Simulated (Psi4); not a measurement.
# SiH4O2 (SMILES O[SiH2]O): a chain of runs

Wanted: a series of 10 runs (PBE-D4/def2-SVP, PBE0-D4/def2-TZVP, PBE-D4/def2-TZVPP, r2SCAN-D4/def2-TZVPP, B3LYP-D4/def2-TZVPP, PBE0-D4/def2-TZVPP, wB97M-V/def2-TZVPP, CCSD(T)/def2-TZVPP, and more) of SiH4O2. 

Program for the calculation: Psi4 1.11.

## (1) The system as given

SiH4O2 has 7 atoms, charge 0, and is taken as a singlet. SMILES: `O[SiH2]O`. The shape is that of a GFN2-xTB, rattled optimisation. This is one conformer, not always the lowest. The run starts from this shape.

Bond lengths: O1–Si2 1.658 Å, Si2–O3 1.575 Å, O1–H4 0.918 Å, Si2–H5 1.456 Å, Si2–H6 1.462 Å, O3–H7 1.017 Å. Angles: O1–Si2–O3 114.6°, O1–Si2–H5 109.7°, O1–Si2–H6 101.5°, O3–Si2–H5 99.6°, O3–Si2–H6 115.9°, Si2–O1–H4 124.2°, Si2–O3–H7 118.9°, H5–Si2–H6 116.1°.

## (2) A structure relaxation at PBE-D4/def2-SVP (density fitting) (run 1)

Input file input.in:

```
memory 3300 MB

molecule {
  0 1
  O     -1.396540    -0.117647     0.179894
  Si     0.171596     0.399751     0.025551
  O      1.205675    -0.737899    -0.316015
  H     -1.849848    -0.588082    -0.464401
  H      0.302765     1.215933    -1.173558
  H      0.379043     1.088600     1.298099
  H      1.302049    -1.521940     0.324110
  symmetry c1
}

set basis def2-SVP
set reference rks
set scf_type df
set geom_maxiter 60
set max_force_g_convergence 0.0005

result, w = opt("pbe-d4", return_wfn=True)
```

Run with:

```console
$ psi4 -n 2 input.in input.out
```

input.out:

```text
Psi4 1.11 release

gradient() will perform analytic gradient computation.

   => Loading Basis Set <=

    Name: DEF2-SVP
    Role: ORBITAL
    Keyword: BASIS

   => PBE-D4(BJ,EEQ)ATM: Empirical Dispersion <=

        a1 =       0.385750
        a2 =       4.806885
       alp =      16.000000
        s6 =       1.000000
        s8 =       0.959481
        s9 =       1.000000
        ga =       3.000000
        gc =       2.000000
        wf =       6.000000

         ---------------------------------------------------------
                                   SCF
                              RKS Reference
                        2 Threads,   3147 MiB Core
         ---------------------------------------------------------

  ==> Geometry <==

    Molecular point group: c1
    Full point group: C1

    Geometry (in Angstrom), charge = 0, multiplicity = 1:

       Center              X                  Y                   Z               Mass
    ------------   -----------------  -----------------  -----------------  -----------------
         O           -1.425961470777    -0.081637346635     0.202992804275    15.994914619570
         SI           0.142174529223     0.435760653365     0.048649804275    27.976926534650
         O            1.176253529223    -0.701889346635    -0.292916195725    15.994914619570
         H           -1.879269470777    -0.552072346635    -0.441302195725     1.007825032230
         H            0.273343529223     1.251942653365    -1.150459195725     1.007825032230
         H            0.349621529223     1.124609653365     1.321197804275     1.007825032230
         H            1.272627529223    -1.485930346635     0.347208804275     1.007825032230

  Running in c1 symmetry.

  Rotational constants: A =      0.81637  B =      0.24755  C =      0.20848 [cm^-1]
  Rotational constants: A =  24474.19563  B =   7421.29166  C =   6250.14101 [MHz]
  Nuclear repulsion =  121.969731919358068

  Charge       = 0
  Multiplicity = 1
  Electrons    = 34
  Nalpha       = 17
  Nbeta        = 17

  ==> Algorithm <==

  SCF Algorithm Type is DF.
  DIIS enabled.
  MOM disabled.
  Fractional occupation disabled.
  Guess Type is SAD.
  Energy threshold   = 1.00e-08
  Density threshold  = 1.00e-08
  Integral threshold = 1.00e-12

  ==> Primary Basis <==

  Basis Set: DEF2-SVP
    Blend: DEF2-SVP
    Number of shells: 32
    Number of basis functions: 66
    Number of Cartesian functions: 69
    Spherical Harmonics?: true
    Max angular momentum: 2

  ==> DFT Potential <==

   => LibXC <=

    Version 7.1.2

   => Composite Functional: PBE-D4BJEEQATM <=

    PBE GGA Exchange-Correlation Functional

    Deriv               =              1
    GGA                 =           TRUE
    Meta                =          FALSE

    Exchange Hybrid     =          FALSE
    MP2 Hybrid          =          FALSE

   => Exchange Functionals <=

    1.0000     XC_GGA_X_PBE

   => Correlation Functionals <=

    1.0000     XC_GGA_C_PBE

   => LibXC Density Thresholds  <==

    XC_GGA_C_PBE:  1.00E-12
    XC_GGA_X_PBE:  1.00E-15

   => Molecular Quadrature <=

    Radial Scheme          =       TREUTLER
    Pruning Scheme         =           NONE
    Nuclear Scheme         =       TREUTLER

    Blocking Scheme        =         OCTREE
    BS radius alpha        =              1
    Pruning alpha          =              1
    Radial Points          =             75
    Spherical Points       =            302
    Total Points           =         152138
    Total Blocks           =           1193
    Max Points             =            256
    Max Functions          =             65
    Weights Tolerance      =       1.00E-15

   => Loading Basis Set <=

    Name: (DEF2-SVP AUX)
    Role: JKFIT
    Keyword: DF_BASIS_SCF

  ==> Integral Setup <==

  DFHelper Memory: AOs need 0.013 GiB; user supplied 2.058 GiB.
  SCF_SUBTYPE=INCORE selected. In-core MEM_DF algorithm will be used.
  Using in-core AOs.

  ==> MemDFJK: Density-Fitted J/K Matrices <==

    J tasked:                   Yes
    K tasked:                    No
    wK tasked:                   No
    Memory [MiB]:              2107
    Algorithm:                 Core
    Schwarz Cutoff:           1E-12
    Mask sparsity (%):       0.1377
    Fitting Condition:        1E-10

   => Auxiliary Basis Set <=

  Basis Set: (DEF2-SVP AUX)
    Blend: DEF2-UNIVERSAL-JKFIT
    Number of shells: 112
    Number of basis functions: 354
    Number of Cartesian functions: 421
    Spherical Harmonics?: true
    Max angular momentum: 4

  Cached 100.0% of DFT collocation blocks in 0.247 [GiB].

  Minimum eigenvalue in the overlap matrix is 1.7585219935E-02.
  Reciprocal condition number of the overlap matrix is 4.0207839728E-03.
    Using symmetric orthogonalization.

  ==> Pre-Iterations <==

  SCF Guess: Superposition of Atomic Densities via on-the-fly atomic UHF (no occupation information).

   -------------------------
    Irrep   Nso     Nmo
   -------------------------
     A         66      66
   -------------------------
    Total      66      66
   -------------------------

  ==> Iterations <==

                           Total Energy        Delta E     RMS |[F,P]|

   @DF-RKS iter SAD:  -441.53795507032265   -4.41538e+02   0.00000e+00
[... 3 lines left out ...]
   @DF-RKS iter   4:  -441.88189324934501   -5.76100e-03   8.34940e-04 DIIS/ADIIS
[... 3 lines left out ...]
   @DF-RKS iter   8:  -441.88338058332039   -2.52784e-07   1.89244e-06 DIIS
[... 3 lines left out ...]
  Energy and wave function converged.
[... 38 lines left out ...]
    One-Electron Energy =                -853.4931184589289614
[... 3 lines left out ...]
    VV10 Nonlocal Energy =                  0.0000000000000000
[... 17 lines left out ...]
 Dipole Z            :         -0.0319396            0.0724811            0.0405415
[... 134 lines left out ...]
	   Step    Total Energy     Delta E     Max Force     RMS Force      Max Disp      RMS Disp   ~
[... 147 lines left out ...]
   @DF-RKS iter   0:  -441.84983357014761   -4.41850e+02   3.77990e-03
[... 3 lines left out ...]
   @DF-RKS iter   4:  -441.89662046648675   -6.68566e-05   2.84091e-05 DIIS
[... 3 lines left out ...]
   @DF-RKS iter   8:  -441.89662202411102   -1.55978e-10   3.37451e-08 DIIS
[... 14 lines left out ...]
  @DF-RKS Final Energy:  -441.89662202411489
[... 6 lines left out ...]
    DFT Exchange-Correlation Energy =     -39.3209666894336465
[... 17 lines left out ...]
 Dipole X            :         -0.1716976            0.0386526           -0.1330450
[... 98 lines left out ...]
	                                 ==> Convergence Check <==
[... 84 lines left out ...]
    Weights Tolerance      =       1.00E-15
[... 23 lines left out ...]
   @DF-RKS iter   2:  -441.89750284681787    1.42558e-04   3.68526e-04 DIIS/ADIIS
[... 3 lines left out ...]
   @DF-RKS iter   6:  -441.89773837452248   -7.29434e-08   1.02596e-06 DIIS
[... 3 lines left out ...]
  Energy and wave function converged.
[... 17 lines left out ...]
    One-Electron Energy =                -846.5519093099044312
[... 3 lines left out ...]
    VV10 Nonlocal Energy =                  0.0000000000000000
[... 17 lines left out ...]
 Dipole Z            :         -0.0691985            0.0273187           -0.0418798
[... 103 lines left out ...]
	   Step    Total Energy     Delta E     Max Force     RMS Force      Max Disp      RMS Disp
[... 99 lines left out ...]
   @DF-RKS iter   0:  -441.89028242415560   -4.41890e+02   6.42702e-04
[... 3 lines left out ...]
   @DF-RKS iter   4:  -441.89807607762714   -5.37335e-06   1.32693e-05 DIIS
[... 3 lines left out ...]
   @DF-RKS iter   8:  -441.89807638671249   -4.09273e-12   9.98117e-09 DIIS
[... 17 lines left out ...]
    Nuclear Repulsion Energy =            118.2842928555618300
[... 3 lines left out ...]
    Empirical Dispersion Energy =          -0.0034273535754143
[... 17 lines left out ...]
 Dipole Y            :         -1.0433303            0.5380403           -0.5052900
[... 99 lines left out ...]
	Measures of convergence in internal coordinates in au.
[... 102 lines left out ...]
                           Total Energy        Delta E     RMS |[F,P]|
[... 4 lines left out ...]
   @DF-RKS iter   3:  -441.89815308764184   -6.32035e-06   4.38596e-05 DIIS
[... 3 lines left out ...]
   @DF-RKS iter   7:  -441.89815624590176   -2.20780e-10   1.10973e-08 DIIS
[... 14 lines left out ...]
  @DF-RKS Final Energy:  -441.89815624590216
[... 6 lines left out ...]
    DFT Exchange-Correlation Energy =     -39.3037149176073655
[... 17 lines left out ...]
 Dipole X            :         -0.2827198            0.1418807           -0.1408391
[... 98 lines left out ...]
	                                 ==> Convergence Check <==
[... 84 lines left out ...]
    Weights Tolerance      =       1.00E-15
[... 23 lines left out ...]
   @DF-RKS iter   2:  -441.89817094281335    5.06106e-07   5.58269e-05 DIIS
[... 3 lines left out ...]
   @DF-RKS iter   6:  -441.89817626886446   -5.70572e-09   1.41047e-07 DIIS
[... 30 lines left out ...]
    Final Occupation by Irrep:
[... 11 lines left out ...]
    Two-Electron Energy =                 325.1487079039111450
[... 3 lines left out ...]
    Total Energy =                       -441.8981762689144830
[... 1 line left out ...]
Computation Completed

Properties will be evaluated at   0.000000,   0.000000,   0.000000 [a0]

Properties computed using the SCF density matrix

 Multipole Moments:

 ------------------------------------------------------------------------------------
     Multipole            Electronic (a.u.)      Nuclear  (a.u.)        Total (a.u.)
 ------------------------------------------------------------------------------------

 L = 1.  Multiply by 2.5417464519 to convert [e a0] to [Debye]
 Dipole X            :         -0.2755585            0.1411901           -0.1343684
 Dipole Y            :         -1.0411099            0.5916413           -0.4494686
 Dipole Z            :         -0.0561490            0.0223619           -0.0337871
 Magnitude           :                                                    0.4703387

 ------------------------------------------------------------------------------------

	total time  =         13 seconds =       0.22 minutes

         ------------------------------------------------------------
                                   SCF GRAD
         ------------------------------------------------------------

  ==> Geometry <==

    Molecular point group: c1
    Full point group: C1

    Geometry (in Angstrom), charge = 0, multiplicity = 1:

       Center              X                  Y                   Z               Mass
    ------------   -----------------  -----------------  -----------------  -----------------
         O           -1.445049215511    -0.084259832065     0.256711672643    15.994914619570
         SI           0.124855579261     0.463748148549     0.027748794427    27.976926534650
         O            1.217282336064    -0.766248940558    -0.306725948644    15.994914619570
         H           -1.852520110407    -0.486755496614    -0.530308276671     1.007825032230
         H            0.243252504314     1.365492890681    -1.165086990362     1.007825032230
         H            0.438119604514     1.168635100249     1.313986745822     1.007825032230
         H            1.320019498819    -1.422693310307     0.404873002166     1.007825032230

  Nuclear repulsion =  118.198273359428526

   => Molecular Quadrature <=

    Radial Scheme          =       TREUTLER
    Pruning Scheme         =           NONE
    Nuclear Scheme         =       TREUTLER

    Blocking Scheme        =         OCTREE
    BS radius alpha        =              1
    Pruning alpha          =              1
    Radial Points          =             75
    Spherical Points       =            302
    Total Points           =         152274
    Total Blocks           =           1200
    Max Points             =            256
    Max Functions          =             65
    Weights Tolerance      =       1.00E-15

  -Total Gradient:
     Atom            X                  Y                   Z
    ------   -----------------  -----------------  -----------------
       1       -0.000191180876     0.000028530119     0.000112395971
       2       -0.000177013574     0.000028640404     0.000114150456
       3        0.000448000407     0.000067687273    -0.000136740147
       4        0.000239914381    -0.000058023508     0.000165360225
       5       -0.000038978349     0.000042949789     0.000032945275
       6        0.000062814824     0.000113647304    -0.000120051826
       7       -0.000330416725    -0.000162206740    -0.000158863488

	total time  =          3 seconds =       0.05 minutes

    			-----------------------------------------

    			 OPTKING 3.0: for geometry optimizations

    			        with contributions from

    			-----------------------------------------

	                            ===> Fragment 1 <==

	 Z (Atomic Numbers)          Masses                          Geom
	       8.000000            15.994915         -2.73074726 -0.15922801  0.48511475
	      14.000000            27.976927          0.23594285  0.87635699  0.05243762
	       8.000000            15.994915          2.30033023 -1.44800064 -0.57962804
	       1.000000             1.007825         -3.50075565 -0.91983458 -1.00213740
	       1.000000             1.007825          0.45968061  2.58040759 -2.20169532
	       1.000000             1.007825          0.82792606  2.20840028  2.48307508
	       1.000000             1.007825          2.49447533 -2.68850072  0.76509909

	 - Coordinate -           - BOHR/RAD -       - ANG/DEG -
	 R(1,2)           =         3.171892           1.678493
	 R(1,4)           =         1.839390           0.973363
	 R(2,3)           =         3.172356           1.678738
[... 16 lines of this table left out ...]
	 D(6,2,3,7)       =         0.948526          54.346538

	        --- Internal Coordinate Step in ANG or DEG, aJ/ANG or AJ/DEG ---
	-------------------------------------------------------------------------------
	           Coordinate      Previous         Force          Change          New
	           ----------      --------        ------          ------        ------
	               R(1,2)       1.67849        0.00015        0.00092       1.67941
	               R(1,4)       0.97336        0.00127        0.00034       0.97370
	               R(2,3)       1.67874       -0.00154       -0.00062       1.67812
[... 16 lines of this table left out ...]
	           D(6,2,3,7)      54.34654       -0.00002       -1.59823      52.74831
	-------------------------------------------------------------------------------

	                                 ==> Convergence Check <==

	Measures of convergence in internal coordinates in au.

	Criteria marked as inactive (o), active & met (*), and active & unmet ( ).

	----------------------------------------------------------------------------------------------
	   Step    Total Energy     Delta E     Max Force     RMS Force      Max Disp      RMS Disp
	----------------------------------------------------------------------------------------------
	  Convergence Criteria              o    5.00e-04 *             o             o             o
	----------------------------------------------------------------------------------------------
	     6    -441.89817627   -2.00e-05 o    2.91e-04 *    1.64e-04 o    2.79e-02 o    1.30e-02 o  ~
	----------------------------------------------------------------------------------------------

Next Geometry in Ang
	Fragment 1 (Ang)

	    O  -1.4464657538  -0.0871407285   0.2563565476
	   Si   0.1248399477   0.4592788626   0.0264648024
	    O   1.2172391608  -0.7699285452  -0.3079129350
	    H  -1.8629269000  -0.4716126490  -0.5353746387
	    H   0.2380657237   1.3610000033  -1.1673517958
	    H   0.4401415429   1.1588809969   1.3153331697
	    H   1.3350664756  -1.4125593801   0.4136838491

    Final optimized geometry and variables:
    Molecular point group: c1
    Full point group: C1

    Geometry (in Angstrom), charge = 0, multiplicity = 1:

    O           -1.445049215511    -0.084259832065     0.256711672643
    SI           0.124855579261     0.463748148549     0.027748794427
    O            1.217282336064    -0.766248940558    -0.306725948644
    H           -1.852520110407    -0.486755496614    -0.530308276671
    H            0.243252504314     1.365492890681    -1.165086990362
    H            0.438119604514     1.168635100249     1.313986745822
    H            1.320019498819    -1.422693310307     0.404873002166

    Psi4 run time: 0:02:06.09

[set-up sections that repeat, and orbital energies of the middle runs, are left out above]
```

The script printed:

```text
Optimizer: Optimization complete!
```

It took 2.2 min on 2 threads of AMD EPYC (Zen 3), shared host; peak memory 0.56 GiB.

Step by step:

| step | energy from the first frame kept (eV) | largest force (eV/Å) |
| --- | --- | --- |
| 0 | 0.0000 | 5.2464 |
| 1 | -0.3603 | 1.1082 |
| 2 | -0.3907 | 0.3296 |
| 3 | -0.3999 | 0.0902 |
| 4 | -0.4021 | 0.0563 |
| 5 | -0.4026 | 0.0243 |

After the run. Bond lengths: O1–Si2 1.678 Å, Si2–O3 1.679 Å, O1–H4 0.973 Å, Si2–H5 1.500 Å, Si2–H6 1.500 Å, O3–H7 0.974 Å. Angles: O1–Si2–O3 113.4°, O1–Si2–H5 112.2°, O1–Si2–H6 103.4°, O3–Si2–H5 103.3°, O3–Si2–H6 112.3°, Si2–O1–H4 114.6°, Si2–O3–H7 114.6°, H5–Si2–H6 112.5°.

(Part 1 of 2 ends here.)
